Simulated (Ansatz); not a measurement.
`F/C=C/Cl` and `O/C=C\F` differ in one atom or group (the configuration at the double bond changes too).

Ansatz, PBE0-D4/def2-TZVP geometries, multiplicity 1. Each molecule was computed in one conformer, which needn't be the lowest.

```json
{"property": "HOMO energy (PBE/def2-TZVPP) / eV", "`F/C=C/Cl`": "-6.17"}
{"property": "HOMO energy (B3LYP/def2-TZVPP) / eV", "`F/C=C/Cl`": "-7.20"}
{"property": "HOMO–LUMO gap (PBE0/def2-TZVPP) / eV", "`F/C=C/Cl`": "7.24"}
{"property": "size of the dipole moment (B3LYP/def2-TZVPP) / D", "`F/C=C/Cl`": "0.15"}
{"property": "HOMO–LUMO gap (ωB97M-V/def2-TZVPP) / eV", "`F/C=C/Cl`": "11.62"}
{"property": "zero-point energy (PBE0-D4/def2-TZVP) / kJ/mol", "`F/C=C/Cl`": "93.3"}
```

(1) What does the change do to each property? (An estimate is asked.)

Results:

(1) The calculation gave: 
```json
{"property": "HOMO energy (PBE/def2-TZVPP) / eV", "`O/C=C\\F`": "-5.46", "shift": "0.71"}
{"property": "HOMO energy (B3LYP/def2-TZVPP) / eV", "`O/C=C\\F`": "-6.58", "shift": "0.62"}
{"property": "HOMO–LUMO gap (PBE0/def2-TZVPP) / eV", "`O/C=C\\F`": "7.67", "shift": "0.43"}
{"property": "size of the dipole moment (B3LYP/def2-TZVPP) / D", "`O/C=C\\F`": "0.73", "shift": "0.58"}
{"property": "HOMO–LUMO gap (ωB97M-V/def2-TZVPP) / eV", "`O/C=C\\F`": "11.68", "shift": "0.06"}
{"property": "zero-point energy (PBE0-D4/def2-TZVP) / kJ/mol", "`O/C=C\\F`": "130.9", "shift": "37.6"}
```

With PBE0 the HOMO rises by 0.64 eV and the LUMO rises by 1.08 eV, so the gap widens by about 0.44 eV. PBE moves the HOMO by 0.71 eV and ωB97M-V by 0.57 eV. The zero-point energy changes by 37.6 kJ/mol with +3 modes. Dipoles are sizes alone; their direction can turn.

B3LYP here is the variant with VWN-RPA as its local correlation; programs differ in this.
